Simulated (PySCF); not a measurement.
**TDDFT excited states: C2H8Si**

Species: C₂H₈Si.
Z-matrix (Å and degrees, PBE0-D3(BJ)/def2-SVP geometry), rows numbered from 1:
```
C 
C   1  1.5256
Si  2  1.8872  1  114.26
H   1  1.1020  2  111.58  3   -59.90
H   1  1.1018  2  111.63  3    59.94
H   1  1.1015  2  111.70  3  -179.94
H   2  1.1040  1  110.64  3   121.48
H   2  1.1039  1  110.66  3  -121.72
H   3  1.4973  2  110.57  1   -59.98
H   3  1.4972  2  110.51  1    59.51
H   3  1.4961  2  110.71  1   179.70
```

Computed with TDDFT B3LYP/def2-SVPD, vertical, gas phase, core orbitals frozen in the response (PySCF).

Task: List the vertical singlet excitations with oscillator strengths and describe the spectrum.

Result: 

| state | E (eV) | ν̃ (cm⁻¹) | f | \|μ\| (D) | symmetry | main configurations (H = HOMO, L = LUMO) |
| --- | --- | --- | --- | --- | --- | --- |
| S1 | 7.57 | 61070 | 0.0082 | 0.54 | A′ | H→L (99%) |
| S2 | 8.26 | 66650 | 0.0024 | 0.28 | A′ | H→L+2 (57%), H→L+1 (22%), H-2→L (16%) |
| S3 | 8.27 | 66730 | 0.016 | 0.71 | A″ | H-1→L (94%) |
| S4 | 8.43 | 68000 | 0.030 | 0.96 | A′ | H-2→L (76%), H→L+1 (13%) |
| S5 | 8.48 | 68420 | 0.257 | 2.83 | A′ | H→L+1 (60%), H→L+2 (32%) |
| S6 | 8.61 | 69410 | 0.0008 | 0.16 | – | H→L+3 (93%) |
| S7 | 8.82 | 71120 | 0.012 | 0.60 | A′ | H→L+4 (96%) |
| S8 | 8.92 | 71950 | 0.083 | 1.56 | A″ | H-1→L+1 (94%) |
| S9 | 8.99 | 72490 | 0.0049 | 0.38 | A″ | H-3→L (90%) |
| S10 | 9.01 | 72630 | 0.085 | 1.57 | A′ | H-2→L+1 (92%) |

Triplets (Tamm–Dancoff): T1 7.25 eV, H→L (93%); T2 7.93 eV, H-1→L (86%); T3 7.96 eV, H→L+2 (66%), H-2→L (20%); T4 8.00 eV, H→L+1 (72%), H-2→L (15%).

The lowest singlet lies at 7.57 eV (164 nm, vacuum ultraviolet) and is weak; its leading configuration is HOMO→LUMO (99%). The most intense listed level is S5 at 8.48 eV (146 nm, f = 0.257), 0.91 eV above S1. S2/S3 lie within about 0.01 eV of each other. Löwdin shares by element: HOMO carbon 48%, silicon 23%, hydrogen 8% or more (atoms not listed hold the other 21%); LUMO carbon 29%, silicon 28%, hydrogen 7% or more (atoms not listed hold the other 37%). The oscillator strengths of these states sum to 0.498; summed over the whole spectrum of an exact calculation they would give the number of electrons, 34 (Thomas–Reiche–Kuhn). Of the 10 states listed, 6 reach f = 0.01 and none stays under 0.0005. Orbital energies (eV): HOMO-3 -9.80, HOMO-2 -9.14, HOMO-1 -9.05, HOMO -8.32, LUMO 0.20, LUMO+1 0.85, LUMO+2 0.98. The vertical ionisation energy (ΔSCF) is 10.68 eV, 1.68 eV above S10. Symmetry labels in Cs follow from the direction of the transition dipole and are given only for states with f of 0.002 or more. Singlets were solved by full linear response, triplets in the Tamm–Dancoff approximation.
